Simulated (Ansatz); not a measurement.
**Telling isomers of CH5NO apart by their spectra**

These gas-phase data were calculated for one isomer of CH5NO at PBE0-D4/def2-TZVP (harmonic, unscaled wavenumbers; equilibrium rotational constants with average atomic masses):

```
rotational constants            : 40.17, 10.06, 8.846 GHz
all wavenumbers above 1500 cm⁻¹ : 3853, 3499, 3132, 3097, 3014, 1518
```

Candidates:

(1) `CNO`, a singlet
(2) `CON`, a singlet

**Question.** Which candidate do the data belong to?

**Answer.** Candidate (1). 1 mode lies between 3250 and 3800 cm⁻¹, one for each N–H bond, while (2) has 2.

The same quantities for all candidates:

|  | rotational constants (GHz) | wavenumbers above 1500 cm⁻¹ | E above the lowest, PBE0-D4/def2-TZVP (kcal/mol) |
| --- | --- | --- | --- |
| (1) | 40.17, 10.06, 8.846 | 3853, 3499, 3132, 3097, 3014, 1518 | 0.0 |
| (2) | 43.84, 10.17, 9.13 | 3547, 3462, 3132, 3082, 3018, 1663, 1503 | 5.2 |

Harmonic stretches to hydrogen usually lie a few per cent above observed fundamentals. Each candidate is one conformer. Programs: Ansatz 0.2.0.
